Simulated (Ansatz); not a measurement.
# CHOS radical (SMILES [CH]1OS1): functionals against CCSD(T) at one geometry

An exercise on one series of results from a longer session: the logs are not shown, and one member is left open.

The runs use Ansatz 0.2.0, Gaussian basis; single points in def2-TZVPP.

Correlated methods freeze the cores. Orbitals are unrestricted.

## Where the work starts

4 atoms, charge 0, spin multiplicity 2.

Atoms are counted from 1 here; the program's logs count them from 0.

Bond lengths: C1–O2 1.369 Å, C1–S3 1.706 Å, C1–H4 1.063 Å, O2–S3 1.732 Å. Angles: O2–C1–S3 67.5°, O2–C1–H4 121.1°, S3–C1–H4 125.0°, C1–O2–S3 65.6°, C1–S3–O2 46.9°.

As a file:

```
C     0.1434    0.4834    0.0313
O    -0.8698   -0.2832    0.5402
S     0.6446   -1.1095    0.3823
H     0.0790    0.9021   -0.9432
```

The first run:

File run/in.yaml:

```yaml
crystal:
  periodic: [false, false, false]
  atoms:
    - {symbol: C, position_ang: [0.143400, 0.483400, 0.031300]}
    - {symbol: O, position_ang: [-0.869800, -0.283200, 0.540200]}
    - {symbol: S, position_ang: [0.644600, -1.109500, 0.382300]}
    - {symbol: H, position_ang: [0.079000, 0.902100, -0.943200]}
basis:
  gaussian: {orbitals: def2-TZVPP}
magnetization: {spin_polarized: true, initial_magnetization: 1}
correlation: {method: ccsd_t}
scf: {omitted_lower_state_checks: [cluster_reference]}
output: {forces: true}
```

The command line of these runs was not kept.

Steps of the session up to this table: CCSD(T)/def2-TZVPP; PBE0-D4/def2-TZVPP; wB97M-V/def2-TZVPP; r2SCAN-D4/def2-TZVPP; PBE-D4/def2-TZVPP; BLYP-D4/def2-TZVPP; B97M-V/def2-TZVPP.

One table of the session follows, with a row left open; its other results are not shown here.

```
   method  RMS force component (eV/Å)  angle to CCSD(T) forces (°)  dipole (D)
  CCSD(T)                       0.638                    reference        1.43
  PBE0-D4                       0.555                         39.6        1.44
  wB97M-V                           ?                            ?           ?
r2SCAN-D4                       0.583                         15.2        1.40
   PBE-D4                       0.772                          9.2        1.31
  BLYP-D4                       0.934                         11.6        1.33
   B97M-V                       0.528                         31.5        1.35
```

**Question.** Estimate the row for wB97M-V.

**Answer.** RMS force component (eV/Å): 0.531; angle to CCSD(T) forces (°): 32.3; dipole (D): 1.46. In the column «RMS force component (eV/Å)» it lies between B97M-V (0.528) and PBE0-D4 (0.555).
